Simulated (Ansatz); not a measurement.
**BSi2+ (quintet): wave-function methods side by side, cc-pVDZ**

An exercise on one series of results from a longer session: the logs are not shown, and one member is left open.

The runs use Ansatz 0.2.0, Gaussian basis; cc-pVDZ, core rule «outside noble gas», up to 11 orbitals frozen.

To be run: UHF; CCSD(T) on ROHF; CCSD(T) on UHF; BCCD(T) on ROHF; CISD as a restricted active space (open shells left free, so some higher excitations enter); CCSDT(Q) on ROHF; CCSDT(Q) on UHF; CASSCF and MRCISD+Q, 10 electrons in 11 orbitals; CASSCF and NEVPT2, 10 electrons in 11 orbitals.

20 further runs of the same task are left out: 9 that didn't finish, 11 set aside as unsound or not needed. Runs told in other sessions of the task aren't counted.

### What is computed

The geometry is a PBE0/def2-TZVP stationary point (not a proven minimum) of the parent state, kept for this charge and spin.

3 atoms, charge 1, spin multiplicity 5.

Atoms are counted from 1 here; the program's logs count them from 0.

Bond lengths: Si1–B2 1.955 Å, B2–Si3 1.955 Å. Angles: Si1–B2–Si3 180.0°.

Set-up of the first run:

in.yaml reads:

```yaml
crystal:
  periodic: [false, false, false]
  atoms:
    - {symbol: Si, position_ang: [0.000000, 0.000000, 1.954501]}
    - {symbol: B, position_ang: [0.000000, 0.000000, 0.000000]}
    - {symbol: Si, position_ang: [0.000000, 0.000000, -1.954501]}
basis:
  gaussian: {orbitals: cc-pVDZ}
total_charge: 1
magnetization: {spin_polarized: true, initial_magnetization: 4}
hamiltonian: {xc: hf}
output: {orbitals: {seedname: orbitals}}
```

Launch:

```bash
$ ansatz run in.yaml --threads 1 --pin off --events-out ev --progress --plain --max-ram 2393MiB
```

Steps of the session up to this table: UHF; CCSD(T) on ROHF; CCSD(T) on UHF; BCCD(T) on ROHF; CISD as a restricted active space (open shells left free, so some higher excitations enter); CCSDT(Q) on ROHF; CCSDT(Q) on UHF; CASSCF and MRCISD+Q, 10 electrons in 11 orbitals; CASSCF and NEVPT2, 10 electrons in 11 orbitals.

One of the session's tables, all rows but one given; the rest of the session is left out.

```
           method  from RCCSDT(Q) (kJ/mol)
             RMP2                   +155.1
             UMP2                   +161.1
             CISD                   +103.6
            RCCSD                    +47.9
            UCCSD                    +47.3
         RCCSD(T)                    +11.4
         UCCSD(T)                    +11.4
          BCCD(T)                    +11.4
           RCCSDT                     +3.7
           UCCSDT                     +3.6
        RCCSDT(Q)                        0
        UCCSDT(Q)                     -0.2
  CASSCF frontier                        ?
  NEVPT2 frontier                    +92.3
  MRCISD frontier                    +34.5
MRCISD+Q frontier                     +1.0
```

Q: Estimate the row for CASSCF frontier from the others.

As computed: from RCCSDT(Q) (kJ/mol): +386.5. In the column «from RCCSDT(Q) (kJ/mol)» it is the highest.

Left out of the table: ROHF, UHF (another determinant or state than the rows shown).

Caveats from the session: The report flags that the cluster equations may have other roots. The program flags RCCSD(T), UCCSD(T), BCCD(T), RCCSDT(Q), UCCSDT(Q) as in doubt, so the zero of the table is itself unsure. Warnings: coupled cluster took another determinant than the lowest. Restricted and unrestricted rows rest on different reference determinants; a gap between their highest levels can come from leftover correlation error, from unlike frozen cores or from another state.
